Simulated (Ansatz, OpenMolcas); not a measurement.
## How basis sets differ on C2H7Si (SMILES C[SiH]C)

C2H7Si: 10 atoms, total charge 0, spin state doublet. SMILES: `C[SiH]C`. The coordinates come from a PBE0-D4/def2-TZVP relaxation.

Each level gives the dipole moment (D). The values are calculated.

```
                           level          kind     program  value (D)  CPU time
          ROHF/ANO-RCC-MB (DKH2)  Hartree–Fock  OpenMolcas       0.49       5 s
                      UHF/STO-3G  Hartree–Fock  OpenMolcas       0.71       2 s
                       UHF/3-21G  Hartree–Fock      Ansatz       0.62     1.1 s
                       UHF/6-31G  Hartree–Fock      Ansatz       0.65     2.1 s
UHF/6-31G* (spherical functions)  Hartree–Fock      Ansatz       0.69     2.5 s
                    UHF/def2-SVP  Hartree–Fock      Ansatz       0.70     4.3 s
                   UHF/6-311+G**  Hartree–Fock  OpenMolcas       0.67      20 s
```

The values span 0.49 to 0.71 D. Magnitudes only. Sets without polarisation functions give poor dipoles. Without the sets that lack polarisation functions the rows with a basis span only 0.67 to 0.70 D. CPU times are rough (shared hosts, several kinds of processor and program).
